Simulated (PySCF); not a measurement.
Input of a run (PBE0-D3(BJ)/def2-SVP geometry optimisation, gas phase (PySCF 2.14.0)), started from MMFF94s:
```
{"job": {"xc": "PBE0", "basis": "def2-SVP", "d3": "d3bj", "grid": 1, "kind": "geom"}, "charge": 0, "multiplicity": 1}
C     -0.748692     0.104225    -0.013322
C      0.748692    -0.104225     0.013323
H     -1.216904    -0.564132    -0.742086
H     -0.988342     1.135743    -0.288197
H     -1.182754    -0.099970     0.969996
H      0.988342    -1.135744     0.288199
H      1.216905     0.564134     0.742084
H      1.182753     0.099969    -0.969996
```

Output (energies in Eh, forces in Eh/bohr):
```
step   0  E = -79.66626001  max force = 0.004290
step   1  E = -79.66677358  max force = 0.000805
step   2  E = -79.66678242  max force = 0.000266
optimisation converged
```

Summarise the run.

The energy falls by 0.014 eV over 3 energy and gradient evaluations, the largest force component goes from 0.0043 to 2.7e-04 Eh/bohr, and the atoms move by 0.021 Å rms after alignment. Among the bonds, C1–C2, C1–H3, C1–H4, C1–H5, C2–H6, C2–H7 and C2–H8 change most and about equally (+0.007 Å). Bonds longer at the end by more than 0.005 Å: 7 of 7; shorter: 0. The energy never rose by more than 1e-6 Eh on the way. The first step brought 98 % of the lowering.

What are the final bond lengths?

C1–C2 1.519 Å, C1–H3 1.101 Å, C1–H4 1.101 Å, C1–H5 1.101 Å, C2–H6 1.101 Å, C2–H7 1.101 Å, C2–H8 1.101 Å. Numbering counts from 1 in the input's order; the species is `CC` (C2H6).

The run used 58 basis functions and 15 SCF cycles in all.

Stationary, but not proved a minimum.
